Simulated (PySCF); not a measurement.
# Unknown compound

Molecular formula: C2H4F2S. Simulated spectra:

$^{1}$H NMR (600 MHz, computed): δ 6.03 (m, 1H), 2.73 (m, 2H), 2.01 (br s, 1H).

$^{13}$C{$^{1}$H} NMR (computed): δ 120.2 (CH), 35.2 (CH2).

Relativity neglected, no solvent model, a single conformation, rapidly exchanging positions averaged. Shielding tensors at B97-2/pcSseg-2 (GIAO); structure optimised with PBE0-D3(BJ)/def2-TZVP; PySCF.

Chemical shifts δ = σref − σ; TMS for $^{1}$H and $^{13}$C, all at this level.

Question: Propose a structure and justify it.

Answer: 
- Rings plus π bonds: 0.
- 2 carbon signals for 2 carbons: no two carbons are equivalent.
- Carbon types of the structure: 1 × CH, 1 × CH2, leaving 1 H on heteroatoms.
- δC 120.2: sp3 CH bonded to 2 F; 2 electronegative neighbours deshield it.
- δC 35.2: sp3 CH2 bonded to S.
- δH 6.03: hydrogen on an sp3 CH bonded to 2 F; its carbon carries F, hence the downfield position.
- δH 2.73: hydrogen on an sp3 CH2 bonded to S.
- δH 2.01: hydrogen on a thiol sulfur; exchangeable, gas-phase position.

These data were computed for `FC(F)CS`.

This is the structure that produced the data.

The OH or NH signal is concentration- and solvent-dependent in practice; the value given is the gas-phase one. Splittings by $^{19}$F in the carbon and heteronuclear signals aren't shown, as no couplings were computed. Shifts are as computed. Against solution values, carbons near 30 ppm lie about +3 ppm off and those near 130 ppm about +7 ppm; carbons on S a further +4 ppm. Of 1211 compounds with measured shifts, 218 miss one by over three times the rms of a fit or turn the order of signals round; such compounds aren't used in these exercises. Multiplicities follow the n + 1 count of equivalent neighbours, as no J values were calculated; m marks all less simple cases, F and P coupling included.
